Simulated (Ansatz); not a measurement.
# Heat of formation of CH3NO (formamide) from total energies

The species is CH3NO (6 atoms), meant as a singlet with charge 0. SMILES: `NC=O`. The shape is that of a PBE0-D4/def2-TZVP optimisation. This is one conformer, not always the lowest.

Total energies at HF/def2-TZVP (Ansatz 0.2.0); the atoms run unrestricted:

```tsv
species	state	energy (Eh)
CH3NO	singlet	-169.007882
N	quartet	-54.402747
C	triplet	-37.692479
O	triplet	-74.815625
H	doublet	-0.499810
```

Harmonic wavenumbers at PBE0-D4/def2-TZVP, in cm⁻¹: 243, 570, 650, 1050, 1063, 1287, 1420, 1620, 1832, 2957, 3611, 3752.

Measured heats of formation of the gaseous atoms at 298.15 K, in kJ/mol: N 472.4, C 716.9, O 249.2, H 218.0. Spin-orbit lowering of the atoms at 298 K (mean of the ground term's levels less their thermal mean, from spectra), in kJ/mol: C 0.02, O 0.40. Take 1 Eh = 2625.50 kJ/mol, 1 cm⁻¹ = 0.0119627 kJ/mol, RT = 2.479 kJ/mol.

What heat of formation follows?


1. Electronic atomisation energy: (-54.402747) + (-37.692479) + (-74.815625) + 3 × (-0.499810) − (-169.007882) = 0.597601 Eh = 1569.0 kJ/mol.
2. Zero-point energy: half the sum of the wavenumbers, 10027.5 cm⁻¹ = 120.0 kJ/mol.
3. Thermal vibrational enthalpy, Σ hcν̃/(exp(hcν̃/kT) − 1): 2.3 kJ/mol. Translation, rotation and pV of a non-linear molecule: 4 RT = 9.9 kJ/mol.
4. The 6 free atoms carry 5/2 RT each: 37.2 kJ/mol.
5. Spin-orbit coupling lowers the free atoms by 0.02 + 0.40 = 0.4 kJ/mol.
6. Atomisation enthalpy at 298 K: 1569.0 − 0.4 − 120.0 − 2.3 − 9.9 + 37.2 = 1473.6 kJ/mol.
7. Sum of the atoms' heats of formation: 2092.5 kJ/mol. Heat of formation: 2092.5 − 1473.6 = +618.9 kJ/mol.

The tabulated value is -193.9 kJ/mol (CRC Handbook of Chemistry and Physics), so this level is off by +812.8 kJ/mol, or 35.5 % of the atomisation enthalpy that the table implies (2286.4 kJ/mol). Hartree–Fock leaves out correlation, which is larger in the molecule than in the atoms, so it underbinds and puts the heat of formation too high. Anharmonicity and any spin-orbit splitting of the molecule are left out.
